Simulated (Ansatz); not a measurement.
# C3H5FO2: up Jacob's ladder to CCSD(T)

An exercise on one series of results from a longer session: the logs are not shown, and one member is left open.

Method: functionals in def2-TZVPP, the program's frozen cores in correlated methods; program: Ansatz 0.2.0, Gaussian basis.

Levels to be run: PBE-D4, r2SCAN-D4, PBE0-D4, B3LYP-D4, ωB97X-V, ωB97M-V, B2PLYP; CCSD(T)/def2-TZVPP; MP2/def2-QZVPP; extrapolation to the limit.

## The relaxed structure

An earlier PBE0-D4 in a triple-zeta def2 set relaxation fixed the geometry.

SMILES `CC1(F)OCO1`, 11 atoms, charge 0, spin multiplicity 1.

Atoms are counted from 1 here; the program's logs count them from 0.

Bond lengths: C1–C2 1.495 Å, C1–H7 1.090 Å, C1–H8 1.089 Å, C1–H9 1.090 Å, C2–F3 1.362 Å, C2–O4 1.401 Å, C2–O6 1.401 Å, O4–C5 1.419 Å, C5–O6 1.419 Å, C5–H10 1.095 Å, C5–H11 1.094 Å. Angles: C2–C1–H7 109.3°, C2–C1–H8 109.8°, C2–C1–H9 109.3°, H7–C1–H8 109.6°, H7–C1–H9 109.2°, H8–C1–H9 109.6°, C1–C2–F3 108.9°, C1–C2–O4 116.4°, C1–C2–O6 116.4°, F3–C2–O4 110.4°, F3–C2–O6 110.4°, O4–C2–O6 93.6°, C2–O4–C5 87.1°, O4–C5–O6 92.1°, O4–C5–H10 113.2°, O4–C5–H11 112.7°, O6–C5–H10 113.2°, O6–C5–H11 112.7° and more.

Set-up of the first run:

The input, in.yaml:

```yaml
crystal:
  periodic: [false, false, false]
  atoms:
    - {symbol: C, position_ang: [-0.756557, -0.670593, 1.133056]}
    - {symbol: C, position_ang: [0.367243, -0.113333, 0.319782]}
    - {symbol: F, position_ang: [1.533621, -0.291099, 1.000238]}
    - {symbol: O, position_ang: [0.487603, -0.595651, -0.990280]}
    - {symbol: C, position_ang: [0.408702, 0.754715, -1.419102]}
    - {symbol: O, position_ang: [0.238943, 1.220598, -0.089540]}
    - {symbol: H, position_ang: [-0.582925, -1.732850, 1.307393]}
    - {symbol: H, position_ang: [-1.698187, -0.536103, 0.602977]}
    - {symbol: H, position_ang: [-0.798808, -0.152929, 2.091786]}
    - {symbol: H, position_ang: [1.331580, 1.113309, -1.887394]}
    - {symbol: H, position_ang: [-0.465817, 0.947037, -2.048318]}
basis:
  gaussian: {orbitals: def2-TZVPP}
hamiltonian: {xc: pbe, dispersion: d4}
output: {forces: true, orbitals: {seedname: orbitals}}
```

Command:

```
$ ansatz run in.yaml --threads 4 --pin off --events-out ev --progress --plain --max-ram 10444MiB
```

Steps of the session up to this table: PBE-D4 (GGA); r2SCAN-D4 (meta-GGA); PBE0-D4 (hybrid); B3LYP-D4 (hybrid); ωB97X-V (range-separated); ωB97M-V (range-separated); B2PLYP (double hybrid); CCSD(T) in def2-TZVPP; MP2 in def2-QZVPP.

One of the session's tables, all rows but one given; the rest of the session is left out.

It belongs to the step «Atomisation energies». 

```
            method  atomisation energy (kcal/mol)
            PBE-D4                         1115.4
         r2SCAN-D4                         1081.6
           PBE0-D4                         1083.9
          B3LYP-D4                         1071.2
           ωB97X-V                         1081.1
           ωB97M-V                         1081.3
            B2PLYP                         1063.3
     HF/def2-TZVPP                              ?
    MP2/def2-TZVPP                         1078.0
   CCSD/def2-TZVPP                         1026.9
CCSD(T)/def2-TZVPP                         1047.0
           MP2/CBS                         1106.6
       CCSD(T)/CBS                         1075.6
```

Q: Estimate the row for HF/def2-TZVPP from the others.

**Answer.** atomisation energy (kcal/mol): 746.9. In the column «atomisation energy (kcal/mol)» it is the lowest.
